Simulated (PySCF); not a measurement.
PySCF input (M06-2X/6-31G* (5d)):

```python
from pyscf import gto, dft

mol = gto.M(
    atom='''
    N    -1.17990933   -0.14325443   -0.00489813
    N    -0.09167394    0.33877156    0.01039406
    O     1.11263537   -0.17107749   -0.00480894
    ''',
    basis='6-31g*',
    charge=-1,
    spin=1,
    verbose=4,
)

mf = dft.UKS(mol, xc='m062x')
mf.grids.level = 4
mf.conv_tol = 1e-9
mf.max_cycle = 100
mf.max_memory = 1500
mf.kernel()
if not mf.converged:
    mf = mf.newton()
    mf.kernel(mf.make_rdm1())
mo, _, stable, _ = mf.stability(return_status=True)
if not stable:
    mf.kernel(mf.make_rdm1(mo, mf.mo_occ))
    stable = mf.stability(return_status=True)[2]
mf.dip_moment()
```

From the last part of the output:

```
  HOMO = 0.0280866841082  LUMO = 0.270995159566  gap/eV = 6.60988
cycle= 10 E= -184.549367990035  delta_E= -1.01e-06  |g|= 0.000116  |ddm|= 0.00327
  alpha nocc = 12  HOMO = 0.0280781900700249  LUMO = 0.343044674142716
  beta  nocc = 11  HOMO = -0.0281307641242514  LUMO = 0.270996779192341
  HOMO = 0.02807819007  LUMO = 0.270996779192  gap/eV = 6.61015
cycle= 11 E= -184.549368053611  delta_E= -6.36e-08  |g|= 4.02e-05  |ddm|= 0.000748
  alpha nocc = 12  HOMO = 0.0280778294411905  LUMO = 0.343048954470172
  beta  nocc = 11  HOMO = -0.0281224200414232  LUMO = 0.271001686502607
  HOMO = 0.0280778294412  LUMO = 0.271001686503  gap/eV = 6.61029
cycle= 12 E= -184.549368060128  delta_E= -6.52e-09  |g|= 3.22e-05  |ddm|= 0.000193
  alpha nocc = 12  HOMO = 0.0280767710533434  LUMO = 0.343050354040273
  beta  nocc = 11  HOMO = -0.0281265586735882  LUMO = 0.271001901701149
  HOMO = 0.0280767710533  LUMO = 0.271001901701  gap/eV = 6.61033
cycle= 13 E= -184.549368061488  delta_E= -1.36e-09  |g|= 1.8e-05  |ddm|= 5.81e-05
  alpha nocc = 12  HOMO = 0.0280769793813742  LUMO = 0.343051101291664
  beta  nocc = 11  HOMO = -0.0281233673018897  LUMO = 0.271002240738671
  HOMO = 0.0280769793814  LUMO = 0.271002240739  gap/eV = 6.61033
cycle= 14 E= -184.549368062437  delta_E= -9.48e-10  |g|= 8.24e-06  |ddm|= 7.71e-05
  alpha nocc = 12  HOMO = 0.0280770779934549  LUMO = 0.343051371058079
  beta  nocc = 11  HOMO = -0.0281226518233835  LUMO = 0.271001857570537
  HOMO = 0.0280770779935  LUMO = 0.271001857571  gap/eV = 6.61032
Extra cycle  E= -184.549368062509  delta_E= -7.28e-11  |g|= 1.13e-05  |ddm|= 2.11e-05
converged SCF energy = -184.549368062509  <S^2> = 0.75649149  2S+1 = 2.006481
uhf_internal: lowest eigs of H = [0.19102269 0.1935196  0.23735086]
<class 'pyscf.dft.uks.UKS'> wavefunction is stable in the internal stability analysis

WARN: System has nonzero charge -1; the dipole moment is origin-dependent.
Location of origin: [0. 0. 0.]

Dipole moment(X, Y, Z, Debye): -0.02182,  0.48609,  0.01496
```

The dipole moment of an ion depends on the origin.
